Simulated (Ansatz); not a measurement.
# NH4+ (singlet): wave-function methods side by side, cc-pVDZ

Aim: climb from Hartree-Fock through coupled cluster and multireference methods for NH4+ (singlet) at one geometry and basis, and see what each rung misses.

Computed with Ansatz 0.2.0, Gaussian basis. Level: cc-pVDZ, core rule «outside noble gas», up to 1 orbitals frozen.

The runs, in order: UHF; CCSD(T) on RHF; BCCD(T) on RHF; CISD; CCSDT(Q) on RHF; CISDTQ; CCSDTQ on RHF; CASSCF and MRCISD+Q, 8 electrons in 8 orbitals; CASSCF and MRCISD+Q(relaxed), 8 electrons in 8 orbitals; CASSCF and NEVPT2, 8 electrons in 8 orbitals; Full CI.

2 further runs of the same task are left out: 2 set aside as unsound or not needed.

**1. The geometry**

The geometry is a PBE0/def2-TZVP stationary point (not a proven minimum).

5 atoms, charge 1, spin multiplicity 1.

Atoms are counted from 1 here; the program's logs count them from 0.

Bond lengths: N1–H2 1.024 Å, N1–H3 1.024 Å, N1–H4 1.024 Å, N1–H5 1.024 Å. Angles: H2–N1–H3 109.5°, H2–N1–H4 109.5°, H2–N1–H5 109.5°, H3–N1–H4 109.5°, H3–N1–H5 109.5°, H4–N1–H5 109.5°.

**2. UHF**

Contents of in.yaml:

```yaml
crystal:
  periodic: [false, false, false]
  atoms:
    - {symbol: N, position_ang: [0.000000, 0.000000, 0.000000]}
    - {symbol: H, position_ang: [0.590343, 0.592302, 0.590214]}
    - {symbol: H, position_ang: [-0.592921, -0.588246, 0.591684]}
    - {symbol: H, position_ang: [-0.588983, 0.589598, -0.594267]}
    - {symbol: H, position_ang: [0.591561, -0.593654, -0.587631]}
basis:
  gaussian: {orbitals: cc-pVDZ}
total_charge: 1
magnetization: {spin_polarized: true, initial_magnetization: 0}
hamiltonian: {xc: hf}
output: {orbitals: {seedname: orbitals}}
```

The run is started by

```bash
$ ansatz run in.yaml --threads 1 --pin off --events-out ev --progress --plain --max-ram 3956MiB --backend cpu
```

Further steps of the session: CCSD(T) on RHF; BCCD(T) on RHF; CISD; CCSDT(Q) on RHF; CISDTQ; CCSDTQ on RHF; CASSCF and MRCISD+Q, 8 electrons in 8 orbitals; CASSCF and MRCISD+Q(relaxed), 8 electrons in 8 orbitals; CASSCF and NEVPT2, 8 electrons in 8 orbitals; Full CI.

Q: Predict the results of all the runs planned. Wanted: FCI below the RHF energy; RMP2 from FCI; RCCSD from FCI; RCCSD(T) from FCI; RCCSDT(Q) from FCI; NEVPT2 valence from FCI; MRCISD+Q valence from FCI; MRCISD+Q(relaxed) valence from FCI; T1 diagnostic.

The runs gave:

```
                          quantity                                                                                               value
          FCI below the RHF energy                                                                                          -5.6595 eV
                     RMP2 from FCI                                                                                        +58.9 kJ/mol
                    RCCSD from FCI                                                                                        +11.0 kJ/mol
                 RCCSD(T) from FCI                                                                                         +1.4 kJ/mol
                RCCSDT(Q) from FCI                                                                                          0.0 kJ/mol
           NEVPT2 valence from FCI                                                                                        +62.0 kJ/mol
         MRCISD+Q valence from FCI                                                                                         -0.2 kJ/mol
MRCISD+Q(relaxed) valence from FCI                                                                                         -0.7 kJ/mol
 levels within 1 kcal/mol (43 meV)  RCCSD(T), BCCD(T), RCCSDT, CISDTQ, RCCSDT(Q), RCCSDTQ, MRCISD+Q valence, MRCISD+Q(relaxed) valence
                     T1 diagnostic                                                                                               0.005
    effectively unpaired electrons                                                                                                0.03
```

**Reading.** RCCSD(T) lands +1.4 kJ/mol from the yardstick (0.3 % of the correlation energy). MRCISD+Q valence, MRCISD+Q(relaxed) valence fall below full CI: the +Q correction isn't variational, and the cores differ from full CI's. One determinant dominates. Of the multireference levels listed MRCISD+Q valence comes nearest in total energy (-0.2 kJ/mol), which doesn't show that its space is the better one. These misses are within one basis, not against nature.
